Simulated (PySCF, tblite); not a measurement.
## Complex of formaldehyde and methylamine

A gas-phase complex of formaldehyde and methylamine; neutral, singlet. The structure comes from a short search (6 tight-binding starts) and was relaxed by PBE0-D3(BJ)/def2-SVPD; another way of binding may lie lower. No frequency run checks that it is a minimum.

Parts: 1 = formaldehyde (C=O), atoms 1–4; 2 = methylamine (CN), atoms 5–11.

```xyz
11

C    -0.257    0.271   -0.411
O     0.305    0.397    0.645
H    -0.234   -0.696   -0.965
H    -0.818    1.117   -0.871
C     0.000    4.486    0.260
N    -0.801    3.295    0.468
H     0.910    4.222   -0.296
H    -0.555    5.207   -0.357
H     0.314    5.006    1.186
H    -1.640    3.500    1.000
H    -0.287    2.579    0.976
```
Atom numbers follow the order of the file, from 1.

```
 contact  kind (by geometry)  distance (Å)  angle (°)
H11···O2       hydrogen bond         2.285        137
```

Interaction energies are complex less parts, with the parts frozen as they stand in it; counterpoise-corrected, in kcal/mol (PySCF).

Q: How strongly do the parts interact, level by level?

A: 
```
                  level  interaction  superposition error removed
wB97M-D3(BJ)/def2-TZVPD        -3.93                        -0.10
 PBE0-D3(BJ)/def2-TZVPD        -3.98                        -0.09
      RI-MP2/def2-TZVPD        -3.33                        -0.59
```

Q: What holds them together? Decompose the wB97M-D3(BJ)/def2-TZVPD energy: frozen parts, their antisymmetrised product, then relaxation.

A: electrostatic -6.2, Pauli repulsion +5.2, orbital relaxation -1.8, dispersion correction -1.2 kcal/mol, which sum to the value before the counterpoise correction; the Pauli term holds the exchange-correlation of the frozen density too. Of the attraction, 67 % is electrostatic, 19 % is orbital relaxation, 13 % is dispersion correction.

The parts were also relaxed and run alone, at the levels used for the complex: shieldings by PBE0/pcSseg-2; core levels by delta-SCF with SCAN, pcX-2 on the ionised atom and pcseg-1 elsewhere, spin-free X2C.

Values alone: N6–H11 bond (Å): 1.015; shielding of H11 (ppm): 31.27; shielding of O2 (ppm): -448.9; shielding of N6 (ppm): 244.5; O2 1s core level (eV): 539.28; C5 1s core level (eV): 291.56; N6 1s core level (eV): 405.10.

Q: What does binding change?

A: 
| property | alone | in the complex | change |
| --- | --- | --- | --- |
| N6–H11 bond (Å) | 1.015 | 1.017 | +0.003 |
| shielding of H11 (ppm) | 31.27 | 29.21 | -2.05 |
| shielding of O2 (ppm) | -448.9 | -430.4 | +18.5 |
| shielding of N6 (ppm) | 244.5 | 248.5 | +3.9 |
| O2 1s core level (eV) | 539.28 | 538.99 | -0.29 |
| C5 1s core level (eV) | 291.56 | 291.44 | -0.11 |
| N6 1s core level (eV) | 405.10 | 404.80 | -0.30 |
